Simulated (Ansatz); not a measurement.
**Ni: from a trial structure to a relaxed crystal**

Computed with DFT r2SCAN, scalar-relativistic, plane waves, PAW in Ansatz. Cutoff 500 eV, Γ-centred k mesh, Gaussian smearing, collinear spin, first started from parallel moments.

The start puts Ni on the graphite structure type (P6_3/mmc, No. 194), at a guessed volume.

```yaml
crystal:
  lattice:
    - [2.68575, 0.00000, 0.00000]
    - [-1.34288, 2.32593, 0.00000]
    - [0.00000, 0.00000, 7.31486]
  atoms:
    - { symbol: Ni, position: [0.00000, 0.00000, 0.25000] }
    - { symbol: Ni, position: [0.00000, 0.00000, 0.75000] }
    - { symbol: Ni, position: [0.33333, 0.66667, 0.75000] }
    - { symbol: Ni, position: [0.66667, 0.33333, 0.25000] }
```

Cell and atoms relax at zero pressure; the relaxation can't lower the symmetry of the start. After a coarse first stage the cell is made exact in the group found at 0.06 Å.

Energies count from the standard state of Ni at the same level.

(1) Which crystal results?

(2) What are its volume, energy, gap and moment?

Results:

(1) It keeps P6_3/mmc (No. 194), but not the shape of the type it started on. Conventional cell: a = 3.847 Å, c = 4.261 Å. Around Ni on Wyckoff site b (2 atoms of the primitive cell) lie 5 Ni at 2.13–2.22 Å; Ni on Wyckoff site d (2 atoms of the primitive cell) is coordinated by 3 Ni at 2.22 Å.

```xyz
4
Lattice="3.8468 0.0000 0.0000 -1.9234 3.3314 0.0000 0.0000 0.0000 4.2614" Properties=species:S:1:pos:R:3 pbc="T T T"
Ni    0.0000    0.0000    1.0653
Ni    0.0000    0.0000    3.1960
Ni    0.0000    2.2209    3.1960
Ni    1.9234    1.1105    1.0653
```

(2) The volume per atom is 13.65 Å³. The density is 7.14 g/cm³ and the energy over the standard structure is 1.02 eV/atom. The gap on the 15×15×12 mesh is 0 eV (a metal) and the net moment per atom is 0.82 μB. The largest site moment is 0.94 μB.

The final run used a 15×15×12 mesh on its 4-atom cell and 0.10 eV smearing. For metals, differences of a few meV/atom aren't resolved. The magnetic state reached may not be the lowest. Symmetry constrained the relaxation, so the result can be a saddle point.